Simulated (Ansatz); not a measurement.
[B(CN)H3]- (CH3BN⁻), 6 atoms. Hardware: 4 threads of Arm Neoverse V1 on a shared host.

Correlated methods freeze 3 core orbitals.

(1) How many basis functions does each of these Ansatz runs have, and roughly what does it cost? PBE-D4/def2-TZVPD, charge -1 triplet at the geometry of the charge -1 singlet, energy, from earlier orbitals; HF/def2-TZVPD, charge -1 singlet, energy, from earlier orbitals; r2SCAN-D4/def2-TZVPD, charge 0 doublet, relaxation, 18 steps; CCSD(T)/def2-TZVPPD, charge -1 singlet, energy, from earlier orbitals; RPA@PBE/def2-TZVPD, charge -1 singlet, energy, from earlier orbitals; PBE0-D4/def2-SVPD, charge -1 singlet, energy, from earlier orbitals; PBE0-D4/def2-TZVPD, charge -1 singlet, energy, from earlier orbitals; HF/STO-3G, charge -1 singlet, energy; PBE-D4/def2-TZVPD, charge -1 singlet, energy, from earlier orbitals; CAM-B3LYP-D4/def2-TZVPD, charge -1 singlet, energy and forces, from earlier orbitals; PBE-D4/def2-TZVPD, charge 0 doublet at the geometry of the charge -1 singlet, energy, from earlier orbitals; r2SCAN-D4/def2-TZVPD, charge 0 doublet at the geometry of the charge -1 singlet, energy, from earlier orbitals.

Answers

(1) Other jobs shared the machine, so times can vary by a factor of up to 3. A dash marks memory too small to be measured apart from the calling script's.

```tsv
run	functions	fitting or Cholesky vectors	wall time	peak host memory (GiB)
HF/STO-3G, charge -1 singlet, energy	18	246	0.05 s	–
HF/def2-TZVPD, charge -1 singlet, energy, from earlier orbitals	138	841	0.35 s	–
PBE0-D4/def2-SVPD, charge -1 singlet, energy, from earlier orbitals	84	695	0.4 s	–
PBE-D4/def2-TZVPD, charge -1 singlet, energy, from earlier orbitals	138	671	0.65 s	–
PBE0-D4/def2-TZVPD, charge -1 singlet, energy, from earlier orbitals	138	671	0.7 s	–
CAM-B3LYP-D4/def2-TZVPD, charge -1 singlet, energy and forces, from earlier orbitals	138	671	1.1 s	–
RPA@PBE/def2-TZVPD, charge -1 singlet, energy, from earlier orbitals	138	926	1.3 s	–
PBE-D4/def2-TZVPD, charge 0 doublet at the geometry of the charge -1 singlet, energy, from earlier orbitals	138	671	2.2 s	–
r2SCAN-D4/def2-TZVPD, charge 0 doublet at the geometry of the charge -1 singlet, energy, from earlier orbitals	138	671	4.3 s	–
PBE-D4/def2-TZVPD, charge -1 triplet at the geometry of the charge -1 singlet, energy, from earlier orbitals	138	944	5.5 s	–
CCSD(T)/def2-TZVPPD, charge -1 singlet, energy, from earlier orbitals	162	955	9.5 s	1.2
r2SCAN-D4/def2-TZVPD, charge 0 doublet, relaxation, 18 steps	138	671	25 s	–
```
